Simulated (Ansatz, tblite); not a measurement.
Forces on Al₂B⁺ at its r2SCAN-D4/def2-TZVP geometry. Total charge 1; singlet.

The xTB rows come from tblite. At r2SCAN-D4/def2-TZVP the restricted singlet is unstable: a solution with broken spin symmetry lies lower. The geometry of the singlet was relaxed on an unsound state (restricted singlet, unstable towards broken spin symmetry). At PBE0-D4/def2-TZVP a triplet of charge 1 lies 0.43 eV below the restricted singlet, each at its own geometry. The structure comes from a short search, and lower isomers may exist.

GFN1-xTB (tblite), largest force 0.37 eV/Å:

```xyz
3
positions Å, forces eV/Å
B     0.728    0.481    0.602    0.255    0.169    0.211
Al   -0.649    0.867   -0.842   -0.188    0.149   -0.220
Al   -0.080   -1.348    0.241   -0.068   -0.318    0.009
```

GFN2-xTB (tblite), largest force 1.06 eV/Å:

```
B -0.180 -0.119 -0.149
Al -0.146 0.977 -0.374
Al 0.326 -0.858 0.523
```

r2SCAN-D4/def2-TZVP (Ansatz), largest force 0.01 eV/Å:

```
B -0.004 -0.003 -0.003
Al 0.005 -0.008 0.006
Al 0.000 0.011 -0.003
```
